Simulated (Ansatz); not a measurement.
Input file:

```yaml
crystal:
  periodic: [false, false, false]
  atoms:
    - {symbol: Ge, position_ang: [0.000000, 0.000000, 0.000000]}
    - {symbol: H, position_ang: [0.000000, 0.000000, 3.396000]}
basis:
  gaussian: {orbitals: cc-pVTZ}
magnetization: {spin_polarized: false, initial_magnetization: 3}
correlation: {method: fci, electrons: outside_noble_gas}
```

```sh
$ ansatz run in.yaml --threads 1 --pin off --events-out ev --progress --plain --max-ram 2393MiB
```

Log:

```
534 factors; integrals over basis functions are off by at most 1.8e-7 eV
mean field evaluation 1: about -56486.0782 eV, gradient 6.1e0 eV
mean field evaluation 2: about -56486.0805 eV, gradient 6.1e0 eV
mean field evaluation 4: about -56486.9514 eV, gradient 7.2e-1 eV
mean field evaluation 8: about -56486.9547 eV, gradient 4.9e-2 eV
mean field evaluation 16: about -56486.8537 eV, gradient 4.6e-4 eV
mean field evaluation 32: about -56486.9245 eV, gradient 6.9e-1 eV
mean field evaluation 64: about -56486.8487 eV, gradient 5.6e-2 eV
mean field -56486.95479131 eV, -2075.8573003476 hartree, gradient 2.7e-6 eV, S^2 3.750000; 7 other end points of the search recorded, 0 dependent functions left out
mean field evaluation 96: about -56486.9585 eV, gradient 1.9e-4 eV
determinant -56486.95479131 eV, -2075.8573003476 hartree, with singles and doubles -56488.86187634 eV, -2075.9273844295 hartree
determinant -56486.85367846 eV, -2075.8535845190 hartree, with singles and doubles -56488.76535240 eV, -2075.9238372403 hartree
determinant -56486.95479131 eV, -2075.8573003476 hartree, with singles and doubles -56488.82716562 eV, -2075.9261088341 hartree
determinant -56486.85367846 eV, -2075.8535845190 hartree, with singles and doubles -56488.73121989 eV, -2075.9225828939 hartree
14 core orbitals not correlated: weight in the atoms' cores, before any rotation towards them, 1.000 or more for the frozen orbitals, at most 0.000 for the correlated occupied ones
reference -56486.95479131 eV, -2075.8573003476 hartree; 4, 1 occupied and 39, 42 virtual orbitals, 534 factors
state -56488.89644156 eV, -2075.9286546782 hartree
Total energy: -56488.89644156 eV, -2075.9286546782 hartree
```

Natural occupations: 1.9214 0.9997 0.9856 0.9856 0.0401 0.0123 0.0123 0.0082 0.0082 0.0068 0.0052 0.0052 0.0044 0.0007 0.0007 0.0004 0.0004 0.0003 0.0003 0.0003 0.0002 0.0002 0.0002 0.0002.

Ran on 1 thread of AMD EPYC 9R14, shared host: 38 s wall, 0.33 GiB peak host memory.
